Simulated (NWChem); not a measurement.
System: Li2; SMILES [Li][Li]

```xyz
2

Li     0.0000     0.0000    -1.3635
Li     0.0000     0.0000     1.3635
```
Atoms are numbered in this order, from 1.

Computed with NWChem. Pople sets run with spherical d functions. STO-3G and 3-21G are far too small for this property and stand as cheap habits. All runs use the structure optimised with B3LYP/6-31G* (spherical d). GIAO values for the isolated, static molecule; σ is the absolute isotropic shielding.

```json
[
 {"level": "Hartree-Fock/STO-3G", "σ Li1 (ppm)": "[?]"},
 {"level": "B3LYP/6-311G**", "σ Li1 (ppm)": "98.6"},
 {"level": "Hartree-Fock/6-31G*", "σ Li1 (ppm)": "100.3"}
]
```

Task: Fill in the missing entries.

Result: 
- Hartree-Fock/STO-3G, σ Li1 (ppm): 97.1
